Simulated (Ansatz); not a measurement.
Process, species as SMILES: NC=O + 3 [H][H] (H2) → C (CH4) + N (NH3) + O (H2O)
B3LYP-D3(BJ)/def2-TZVP geometries, fixed; electronic energies without zero-point terms.

Basis-set convergence of the energy of full hydrogenation at HF with Ansatz (a first-principles code). Cartesian d functions, on some or all atoms, in 6-31G*, 6-31G**; all else is spherical. Species with rotatable bonds are taken in one conformer. No added dispersion term, no relativity. Functions are those of the species that has most. Reference: the value in aug-pcseg-3, -56.06 kcal/mol, itself unsure by roughly 0.03 kcal/mol (its mean distance from aug-cc-pVQZ, def2-QZVPPD, pcseg-3). Deviations are taken from unrounded values.

| basis | functions |
|---|---|
| STO-3G | 18 |
| 3-21G | 33 |
| 6-31G | 33 |
| pcseg-0 | 33 |
| 6-31G* | 51 |
| pcseg-1 | 57 |
| 6-31G** | 60 |
| 6-311G** | 72 |
| def2-SVPD | 87 |
| pcseg-2 | 132 |
| def2-TZVPD | 141 |
| def2-TZVPPD | 165 |
| pcseg-3 | 279 |
| def2-QZVPPD | 291 |

Question: Which is the smallest set listed that can be trusted to 1 kcal/mol here, that is, within that of the reference together with its larger relatives (same family, alike in diffuse functions; a set with none to test it counts only in the reference's own line)?

Answer: The smallest set listed that lies within 1 kcal/mol of the reference with all its larger relatives (same family, alike in diffuse functions; a set with none counts only in the reference's own line) is pcseg-2 (132 functions, -0.36 kcal/mol off). Inside the window by cancellation, since a larger relative falls out: pcseg-0. Value minus reference: STO-3G -12.39, 3-21G 5.70, 6-31G -1.66, pcseg-0 0.49, 6-31G* 6.09, pcseg-1 1.33, 6-31G** 1.83, 6-311G** 1.59, def2-SVPD -3.06, pcseg-2 -0.36, def2-TZVPD 1.53, def2-TZVPPD -0.53, pcseg-3 0.01, def2-QZVPPD -0.08 kcal/mol.
